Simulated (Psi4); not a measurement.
# wB97X-D/def2-SVP (density fitting, force field MMFF94) run of C2H8Si (dimethylsilane)

Aim: a geometry optimisation of C2H8Si (dimethylsilane). Input form: a Python script.

Program for the calculation: Psi4 1.11.

### 1 The structure to begin with

The species is C2H8Si (11 atoms), meant as a singlet with charge 0. As SMILES, `C[SiH2]C`. Geometry: embedded from SMILES. The run starts from this shape.

Bond lengths: C1–Si2 1.850 Å, Si2–C3 1.850 Å, C1–H4 1.094 Å, C1–H5 1.094 Å, C1–H6 1.094 Å, Si2–H7 1.485 Å, Si2–H8 1.485 Å, C3–H9 1.094 Å, C3–H10 1.094 Å, C3–H11 1.094 Å. Some angles: C1–Si2–C3 111.8°, C1–Si2–H7 109.4°, C1–Si2–H8 109.4°, C3–Si2–H7 109.4°, C3–Si2–H8 109.4°, Si2–C1–H4 111.1°, Si2–C1–H5 111.0°, Si2–C1–H6 111.1°, Si2–C3–H9 111.1°, Si2–C3–H10 111.0°.

### 2 A geometry optimisation at wB97X-D/def2-SVP (density fitting, force field MMFF94)

c2h8si.py

```python
import psi4
from rdkit import Chem
from rdkit.Chem import AllChem

psi4.set_memory('1600 MB')
psi4.set_num_threads(1)
psi4.set_output_file('output.dat', False)

rd = Chem.AddHs(Chem.MolFromSmiles('C[SiH2]C'))
AllChem.EmbedMolecule(rd, randomSeed=712)
AllChem.MMFFOptimizeMolecule(rd, maxIters=2000)
atoms = '\n'.join(Chem.MolToXYZBlock(rd).splitlines()[2:])
m = psi4.geometry('0 1\n' + atoms + '\nsymmetry c1')

psi4.set_options(dict(geom_maxiter=60))

E, wfn = psi4.optimize("wb97x-d/def2-SVP", return_wfn=True)
print(f'total energy {E:.8f} hartree = {E * 27.211386:.5f} eV')
m.save_xyz_file('final.xyz', False)
```

Run with:

```bash
$ python c2h8si.py
```

**Question.** What will come out? Wanted: total energy at the end; dipole moment; HOMO energy; LUMO energy; HOMO–LUMO gap; dispersion energy.

Answer, from the run:

At wB97X-D/def2-SVP (density fitting, force field MMFF94):

| quantity | value |
| --- | --- |
| total energy at the end | -370.35919 Eh |
| dipole moment | 0.76 D |
| HOMO energy | -10.69 eV |
| LUMO energy | 3.42 eV |
| HOMO–LUMO gap | 14.10 eV |
| dispersion energy | -9.08 kJ/mol |

What this shows: At the final geometry: Bond lengths: C1–Si2 1.881 Å, Si2–C3 1.881 Å, C1–H4 1.101 Å, C1–H5 1.101 Å, C1–H6 1.101 Å, Si2–H7 1.495 Å, Si2–H8 1.495 Å, C3–H9 1.101 Å, C3–H10 1.101 Å, C3–H11 1.101 Å. Some angles: C1–Si2–C3 110.9°, C1–Si2–H7 109.6°, C1–Si2–H8 109.6°, C3–Si2–H7 109.6°, C3–Si2–H8 109.6°, Si2–C1–H4 110.8°, Si2–C1–H5 111.3°, Si2–C1–H6 110.8°, Si2–C3–H9 110.8°, Si2–C3–H10 111.3°. The optimisation took 4 steps and changed the energy by -0.026 eV.
